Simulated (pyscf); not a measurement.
Structures and frequencies: ωB97X-D3(BJ)/def2-SVP in PySCF.

### Question
PH₃ + HO–AlH₂ → H₂Al–PH₂ + H₂O
Surface: singlet. Broken: H–P, Al–O. Formed: Al–P, H–O. Give ΔE‡ and ΔE from PBE0-D3(BJ)/def2-TZVP, relative to the separated reactants.

### Answer
ΔE‡ = 12.1 kcal/mol, ΔE = +19.9 kcal/mol. CCSD(T)/def2-TZVPP + ΔMP2(QZVPP) gives 18.8 kcal/mol and +21.9 kcal/mol. Zero-point energy shifts the barrier by +0.4 kcal/mol. It is a four-centre exchange, with an imaginary mode of 1257i cm⁻¹. On the reactant side the descent ends in an adduct with a Al–P contact, 15.4 kcal/mol under the separated species and 28.8 kcal/mol under the saddle at ωB97X-D3(BJ)/def2-TZVP. On the product side the descent ends in an adduct with a Al–O contact, 22.7 kcal/mol under the separated species and 15.8 kcal/mol under the saddle at ωB97X-D3(BJ)/def2-TZVP. At PBE0-D3(BJ) the saddle lies under the separated products, which points to a path from their complex (located at ωB97X-D3(BJ) alone), and parting the products costs more than the saddle. What is counted as formed (Al–P) is already present as a longer contact in the reactant adduct; forming that adduct is a step of its own. What is counted as broken (Al–O) persists as a longer contact in the product adduct; parting that adduct is a step of its own. At ωB97X-D3(BJ) the barrier from the zero used here is 13.5 kcal/mol. One saddle was located; it need not be the lowest between these sides. The CCSD(T) − MP2 part came from Ansatz, without density fitting, on the same reference.
